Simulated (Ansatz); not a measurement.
**CH3Cl (singlet): the correlation ladder, 6-31G**

Aim: climb from Hartree-Fock through coupled cluster and multireference methods for CH3Cl (singlet) at one geometry and basis, and see what each rung misses.

Method: 6-31G, core rule «outside noble gas», up to 6 orbitals frozen; program: Ansatz 0.2.0, Gaussian basis.

Plan: UHF; CCSD(T) on RHF; BCCD(T) on RHF; CISD; CCSDT(Q) on RHF; CISDTQ; CCSDTQ on RHF; CASSCF and MRCISD+Q, 14 electrons in 11 orbitals; CASSCF and NEVPT2, 14 electrons in 11 orbitals.

18 further runs of the same task are left out: 1 that didn't finish, 17 set aside as unsound or not needed.

### Step 1. The system

The geometry is an MP2(full)/6-31G* stationary point (not a proven minimum).

5 atoms, charge 0, spin multiplicity 1.

Atoms are counted from 1 here; the program's logs count them from 0.

Bond lengths: C1–Cl2 1.777 Å, C1–H3 1.088 Å, C1–H4 1.088 Å, C1–H5 1.088 Å. Angles: Cl2–C1–H3 108.9°, Cl2–C1–H4 108.9°, Cl2–C1–H5 108.9°, H3–C1–H4 110.0°, H3–C1–H5 110.0°, H4–C1–H5 110.0°.

### Step 2. UHF

File in.yaml:

```yaml
crystal:
  periodic: [false, false, false]
  atoms:
    - {symbol: C, position_ang: [0.000000, 0.000000, -1.226936]}
    - {symbol: Cl, position_ang: [0.000000, 0.000000, 0.550404]}
    - {symbol: H, position_ang: [0.000000, 1.029318, -1.579827]}
    - {symbol: H, position_ang: [0.891415, -0.514659, -1.579827]}
    - {symbol: H, position_ang: [-0.891415, -0.514659, -1.579827]}
basis:
  gaussian: {orbitals: 6-31G}
magnetization: {spin_polarized: true, initial_magnetization: 0}
hamiltonian: {xc: hf}
output: {orbitals: {seedname: orbitals}}
```

Launch:

```console
$ ansatz run in.yaml --threads 1 --pin off --events-out ev --progress --plain --max-ram 3956MiB --backend cpu
```

After this run come: CCSD(T) on RHF; BCCD(T) on RHF; CISD; CCSDT(Q) on RHF; CISDTQ; CCSDTQ on RHF; CASSCF and MRCISD+Q, 14 electrons in 11 orbitals; CASSCF and NEVPT2, 14 electrons in 11 orbitals.

**Question.** What will the summary of the whole plan be? Wanted: RCCSDTQ below the RHF energy; RMP2 from RCCSDTQ; RCCSD from RCCSDTQ; RCCSD(T) from RCCSDTQ; RCCSDT(Q) from RCCSDTQ; NEVPT2 valence from RCCSDTQ; MRCISD+Q valence from RCCSDTQ; T1 diagnostic; effectively unpaired electrons.

As calculated:

```
                         quantity                                                           value
     RCCSDTQ below the RHF energy                                                      -4.3698 eV
                RMP2 from RCCSDTQ                                                    +65.5 kJ/mol
               RCCSD from RCCSDTQ                                                     +8.4 kJ/mol
            RCCSD(T) from RCCSDTQ                                                     +1.2 kJ/mol
           RCCSDT(Q) from RCCSDTQ                                                      0.0 kJ/mol
      NEVPT2 valence from RCCSDTQ                                                    +42.7 kJ/mol
    MRCISD+Q valence from RCCSDTQ                                                     +1.4 kJ/mol
levels within 1 kcal/mol (43 meV)  RCCSD(T), BCCD(T), RCCSDT, CISDTQ, RCCSDT(Q), MRCISD+Q valence
                    T1 diagnostic                                                           0.007
   effectively unpaired electrons                                                            0.02
```

What this shows: RCCSD(T) misses by +1.2 kJ/mol, 0.3 % of the correlation energy. One determinant dominates. Of the multireference levels listed MRCISD+Q valence comes nearest in total energy (+1.4 kJ/mol), which doesn't show that its space is the better one. These misses are within one basis, not against nature.
